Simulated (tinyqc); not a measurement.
Inside a calculation. Method: Pariser-Parr-Pople SCF with singles CI, for the molecule O=Cc1c[cH+]1 (SMILES; centres numbered as the heavy atoms are written). Computed by tinyqc, a small Python program that keeps every step. Settings: charge = 1, gamma = Ohno, start = huckel, damping = 0.3, iteration cap = 50, excitations kept = 4. Command: `OMP_NUM_THREADS=1 python tinyqc.py 29773 29774 out.jsonl` (the two numbers bound the seeds that draw the settings). One thread of a shared host (Intel(R) Xeon(R) Processor @ 2.60GHz), about 0.01 s of CPU time with the checks. Later iterations appear only in the table of the cycle.

## PPP integrals

Centres (angstrom, eV; a flat drawing with bonds scaled to 1.40 angstrom):
```
centre        x        y  core charge z        W  gamma_rr
1O      -2.0840   0.3870              1  17.7000   15.2000
2C      -1.0650  -0.5730              1  11.1600   11.1300
3C       0.2760  -0.1700              1  11.1600   11.1300
4C       1.6380  -0.4920              1  11.1600   11.1300
5C       1.2360   0.8490              1  11.1600   11.1300
```

Resonance integrals (eV):
```
i  j     beta
1  2  -2.5800
2  3  -2.4600
3  4  -2.4600
4  5  -2.4600
5  3  -2.4600
```

Ohno: gamma = 14.399645/sqrt(R^2 + a^2), a = 2 x 14.399645/(gamma_rr + gamma_ss); H_rr = -W_r - sum_(s != r) z_s gamma_rs; H_rs = beta for bonds.

repulsion gamma_rs (eV), lower triangle:
```
         1O       2C       3C       4C       5C
1O  15.2000
2C   8.1052  11.1300
3C   5.4132   7.5531  11.1300
4C   3.6201   4.8035   7.5552  11.1300
5C   4.0839   4.8024   7.5539   7.5540  11.1300
```

core matrix H (eV), lower triangle:
```
          1O        2C        3C        4C        5C
1O  -38.9223
2C   -2.5800  -36.4242
3C    0.0000   -2.4600  -39.2354
4C    0.0000    0.0000   -2.4600  -34.6927
5C    0.0000    0.0000   -2.4600   -2.4600  -35.1542
```

## Starting guess

pi electrons, sum of z_r less the charge = 4

Orbitals of the Hueckel matrix of the beta values.

P at the start, lower triangle:
```
         1O       2C      3C      4C      5C
1O   0.8568
2C   0.9101   1.0314
3C   0.1831   0.4053  0.7260
4C  -0.2425  -0.0567  0.6030  0.6928
5C  -0.2425  -0.0567  0.6030  0.6928  0.6928
```

## Iteration 1: Fock matrix

F_rr = H_rr + P_rr gamma_rr / 2 + sum_(s != r) P_ss gamma_rs; F_rs = H_rs - P_rs gamma_rs / 2; E = tr P (H + F) / 2 + core repulsion sum_(r<s) z_r z_s gamma_rs.

F (eV), lower triangle:
```
          1O        2C        3C        4C        5C
1O  -14.7826
2C   -6.2684  -11.6002
3C   -0.4956   -3.9906  -12.2980
4C    0.4390    0.1361   -4.7378  -12.0616
5C    0.4952    0.1361   -4.7374   -5.0769  -12.1277
```

pi energy = -62.9168 eV

## Iteration 1: orbitals and new P

Diagonalise F (the basis is taken as orthonormal) and form P = 2 sum c c over the lowest orbitals; 0.3 of the old P is kept.

orbital energies (eV): -22.6197  -19.7064  -8.9286  -7.0179  -4.5976

P after iteration 1, lower triangle:
```
         1O       2C      3C      4C      5C
1O   1.0650
2C   0.9189   0.8576
3C   0.1796   0.3448  0.7152
4C  -0.2216  -0.0172  0.6181  0.6781
5C  -0.2261  -0.0202  0.6196  0.6811  0.6840
```

## Iteration 2: Fock matrix

As before.

F (eV), lower triangle:
```
          1O        2C        3C        4C        5C
1O  -14.7572
2C   -6.3039  -11.0749
3C   -0.4862   -3.7620  -12.7221
4C    0.4011    0.0412   -4.7949  -12.3732
5C    0.4616    0.0484   -4.8002   -5.0324  -12.3543
```

pi energy = -63.3717 eV

## Iteration 2: orbitals and new P

As before.

orbital energies (eV): -22.8813  -19.5520  -8.8553  -7.3308  -4.6621

P after iteration 2, lower triangle:
```
         1O       2C      3C      4C      5C
1O   1.1581
2C   0.9190   0.7788
3C   0.1761   0.3139  0.7180
4C  -0.2093  -0.0032  0.6287  0.6712
5C  -0.2148  -0.0073  0.6283  0.6725  0.6738
```

## Convergence

Stop when output and input P, before any damping, agree to 1e-7.

Course of the cycle:
```
iteration      E (eV)  largest |P(out) - P(in)|
1          -62.916828                  2.97e-01
2          -63.371724                  1.33e-01
3          -63.552626                  6.08e-02
4          -63.617986                  2.86e-02
5          -63.640599                  1.38e-02
6          -63.648248                  6.86e-03
7          -63.650802                  3.48e-03
8          -63.651648                  1.80e-03
9          -63.651927                  9.47e-04
10         -63.652019                  5.05e-04
11         -63.652049                  2.73e-04
...               ...                       ...
16         -63.652063                  1.55e-05
17         -63.652063                  8.89e-06
18         -63.652063                  5.08e-06
19         -63.652063                  2.90e-06
20         -63.652063                  1.66e-06
21         -63.652063                  9.44e-07
22         -63.652063                  5.38e-07
23         -63.652063                  3.06e-07
24         -63.652063                  1.74e-07
25         -63.652063                  1.02e-07
26         -63.652063                  6.02e-08
```

Converged in 26 iterations.

## Converged orbitals

Charges are z - P_rr.

orbital energies (eV): -23.1059  -19.3220  -8.8195  -7.6145  -4.6437

coefficients:
```
       MO1      MO2      MO3      MO4      MO5
1O  0.1813   0.7663  -0.4458   0.0146  -0.4253
2C  0.2606   0.5355   0.3259  -0.0075   0.7342
3C  0.6058  -0.0344   0.6383  -0.0177  -0.4734
4C  0.5191  -0.2493  -0.4006  -0.6926   0.1683
5C  0.5125  -0.2502  -0.3567   0.7210   0.1663
```

pi charges: 1O -0.2403, 2C 0.2906, 3C 0.2636, 4C 0.3368, 5C 0.3494

## Singles CI, singlets

Over the 4 single excitations with the smallest orbital gaps: A = (e_a - e_i) delta + 2 (ia|jb) - (ij|ab), with (pq|rs) = sum c_mp c_mq gamma_mn c_nr c_ns. f = 2/3 w |mu|^2 in atomic units, mu = sqrt2 sum c_ia sum_m c_mi c_ma R_m.

singlet CI matrix (eV), lower triangle:
```
        2>3     2>4     1>3     2>5
2>3  5.8491
2>4  0.1268  7.3309
1>3  0.1032  0.0425  8.5763
2>5  0.0736  0.0168  0.1728  8.7374
```

singlet excitation energies (eV): 5.8333  7.3394  8.4678  8.8533

oscillator strengths: 0.6768  0.0891  0.2181  0.2929

## Singles CI, triplets

Over the 4 single excitations with the smallest orbital gaps: A = (e_a - e_i) delta - (ij|ab), with (pq|rs) = sum c_mp c_mq gamma_mn c_nr c_ns.

triplet CI matrix (eV), lower triangle:
```
         2>3     2>4      1>3     2>5
2>3   3.3135
2>4   0.1441  6.8858
1>3  -0.0175  0.0586   6.6595
2>5  -1.7609  0.0187  -0.9977  6.2594
```

triplet excitation energies (eV): 2.4386  5.9831  6.8860  7.8104
